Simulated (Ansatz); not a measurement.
# AlBH2 (triplet): the correlation ladder at distance Al2–H4 = 1.585 Å, 6-31G

How much of the correlation energy of AlBH2 (triplet) does each wave-function method recover here?

Computed with Ansatz 0.2.0, Gaussian basis. Level: 6-31G, core rule «outside noble gas», up to 6 orbitals frozen.

Plan: UHF; CCSD(T) on ROHF; CCSD(T) on UHF; BCCD(T) on ROHF; CISD; CCSDT(Q) on ROHF; CCSDT(Q) on UHF; CASSCF and MRCISD+Q, 4 electrons in 4 orbitals; CASSCF and NEVPT2, 4 electrons in 4 orbitals; CASSCF and MRCISD+Q, 8 electrons in 10 orbitals; CASSCF and NEVPT2, 8 electrons in 10 orbitals; Full CI.

29 further runs of the same task are left out: 2 for a mislabelled method, 21 that didn't finish, 6 set aside as unsound or not needed.

## Step 1: The system

The geometry derives from a PBE0/def2-TZVP stationary point (not a proven minimum). One bond is set to the value named and the two fragments are kept rigid.

4 atoms, charge 0, spin multiplicity 3.

Atoms are counted from 1 here; the program's logs count them from 0.

Bond lengths: B1–Al2 2.079 Å, Al2–H3 1.585 Å, Al2–H4 1.585 Å. Angles: B1–Al2–H3 117.0°, B1–Al2–H4 117.0°, H3–Al2–H4 125.9°.

Geometry (Å):

```
B     0.00000    0.00000    1.55112
Al    0.00000    0.00000   -0.52821
H     0.00000   -1.41133   -1.24872
H     0.00000    1.41133   -1.24872
```

## Step 2: UHF

in.yaml

```yaml
crystal:
  periodic: [false, false, false]
  atoms:
    - {symbol: B, position_ang: [0.000000, 0.000000, 1.551119]}
    - {symbol: Al, position_ang: [0.000000, 0.000000, -0.528209]}
    - {symbol: H, position_ang: [0.000000, -1.411327, -1.248716]}
    - {symbol: H, position_ang: [0.000000, 1.411327, -1.248716]}
basis:
  gaussian: {orbitals: 6-31G}
magnetization: {spin_polarized: true, initial_magnetization: 2}
hamiltonian: {xc: hf}
output: {orbitals: {seedname: orbitals}}
```

The run is started by

```console
$ ansatz run in.yaml --threads 1 --pin off --events-out ev --progress --plain --max-ram 2393MiB
```

Further steps of the session: CCSD(T) on ROHF; CCSD(T) on UHF; BCCD(T) on ROHF; CISD; CCSDT(Q) on ROHF; CCSDT(Q) on UHF; CASSCF and MRCISD+Q, 4 electrons in 4 orbitals; CASSCF and NEVPT2, 4 electrons in 4 orbitals; CASSCF and MRCISD+Q, 8 electrons in 10 orbitals; CASSCF and NEVPT2, 8 electrons in 10 orbitals; Full CI.

**Question.** What will the summary of the whole plan be? Wanted: FCI below the RHF energy; RMP2 from FCI; UMP2 from FCI; RCCSD from FCI; RCCSD(T) from FCI; UCCSD(T) from FCI; RCCSDT(Q) from FCI; UCCSDT(Q) from FCI; NEVPT2 pair from FCI.

**Answer**, as computed:

| quantity | value |
| --- | --- |
| FCI below the RHF energy | -2.3612 eV |
| RMP2 from FCI | +815.2 meV |
| UMP2 from FCI | +811.4 meV |
| RCCSD from FCI | +83.3 meV |
| RCCSD(T) from FCI | +31.8 meV |
| UCCSD(T) from FCI | +31.3 meV |
| RCCSDT(Q) from FCI | +1.3 meV |
| UCCSDT(Q) from FCI | +1.0 meV |
| NEVPT2 pair from FCI | +733.6 meV |
| MRCISD+Q pair from FCI | +15.6 meV |
| NEVPT2 valence from FCI | +188.2 meV |
| levels within 1 kcal/mol (43 meV) | RCCSD(T), UCCSD(T), BCCD(T), RCCSDT, UCCSDT, RCCSDT(Q), UCCSDT(Q), MRCISD+Q pair, MRCISD valence, MRCISD+Q valence |
| T1 diagnostic | 0.032 |
| effectively unpaired electrons | 2.05 |

In words: RCCSD(T) lands +31.8 meV from the yardstick (1.3 % of the correlation energy). One determinant dominates. Of the multireference levels listed MRCISD+Q valence comes nearest in total energy (+10.4 meV), which doesn't show that its space is the better one. These misses are within one basis, not against nature; the frozen cores of restricted and unrestricted runs differ, which can shift their rows.
